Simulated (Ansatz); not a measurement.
System: α-phase B. Method: BLYP (Ansatz, an electronic-structure program, PAW).

Numerical settings: plane-wave cutoff 520 eV, 8×8×8 k mesh, Fermi–Dirac smearing 0.01 eV, scalar-relativistic PAW data made under PBE.

Computed at the level's own relaxed cell.

**Question.** Give the computed bulk modulus, lattice parameter c and pressure derivative B′ of the bulk modulus.

**Answer.** 
- bulk modulus: 193 GPa
- lattice parameter c: 12.591 Å
- pressure derivative B′ of the bulk modulus: 4.2

Measured, for comparison: bulk modulus 224 ± 7 GPa (room temperature, not corrected to a static lattice; as tabulated in Cherednichenko and Solozhenko (2017), arXiv:1709.01104). Computed (rounded) less measured: bulk modulus -14 %.

Note: the bulk modulus comes from volumes at which shape and atoms were relaxed.

The computed numbers hold no vibrational or temperature effects.

It cost roughly 6 core-minutes of CPU time.
